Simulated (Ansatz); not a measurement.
Geometry optimisation, UKS PBE0-D4/6-31G* in Ansatz.

Input file:

```yaml
crystal:
  periodic: [false, false, false]
  atoms:
    - { symbol: Si, position_ang: [0.0, 0.0, 0.0] }
    - { symbol: H, position_ang: [0.0, 0.0, 1.71] }
    - { symbol: Cl, position_ang: [2.0086, 0.0, -0.7093] }
    - { symbol: H, position_ang: [-0.6877, 1.1914, -0.4862] }
    - { symbol: H, position_ang: [-0.6877, -1.1914, -0.4862] }
    - { symbol: "N", position_ang: [0.0, 0.0, 3.07] }
    - { symbol: H, position_ang: [-0.496, -0.7725, 3.6] }
    - { symbol: H, position_ang: [0.496, 0.7725, 3.6] }
magnetization:
  spin_polarized: true
  initial_magnetization: 1
basis:
  gaussian: { orbitals: "6-31G*" }
hamiltonian:
  xc: pbe0
  dispersion: d4
relax:
  f_tol: 0.15
  max_steps: 25
  restrain:
    - { distance: [1, 5], at: 2.26, k: 30.0 }
    - { distance: [0, 1], at: 1.46, k: 30.0 }
```

Run as:

```bash
$ ansatz run input.yaml --threads 1 --pin off --max-ram 2048MiB --backend cpu --events-out ev --progress --plain --runs-dir out
```

Where does it end, and by what steps?

It converged. The restraints hold the end off the free minimum; the threshold counts their pulls, which the force column leaves out. Restrained pairs: H2–N6 (1.36 → 2.26 Å), Si1–H2 (1.71 → 1.47 Å). After 5 steps the energy has fallen by 1.069 eV (the restraints' own energy left out); N6 moved furthest, 0.60 Å.

| step | energy less start (eV) | largest force component (eV/Å) | accepted |
| --- | --- | --- | --- |
| 0 | 0.0000 | 2.790 | yes |
| 1 | -0.1508 | 1.500 | yes |
| 2 | -0.0635 | 2.700 | yes |
| 3 | -0.6112 | 1.780 | yes |
| 4 | -1.0046 | 1.124 | yes |
| 5 | -1.0693 | 0.283 | yes |

```xyz
8
Properties=species:S:1:pos:R:3
Si -0.029 0.007 -0.149
H -0.202 0.023 1.311
Cl 1.991 -0.022 -0.614
H -0.634 1.217 -0.752
H -0.655 -1.206 -0.727
N -0.291 0.179 3.565
H -0.179 -0.793 3.897
H 0.633 0.595 3.767
```

The run took 29 s on 1 thread of Arm Neoverse V2 (shared host), peak memory 0.17 GiB.
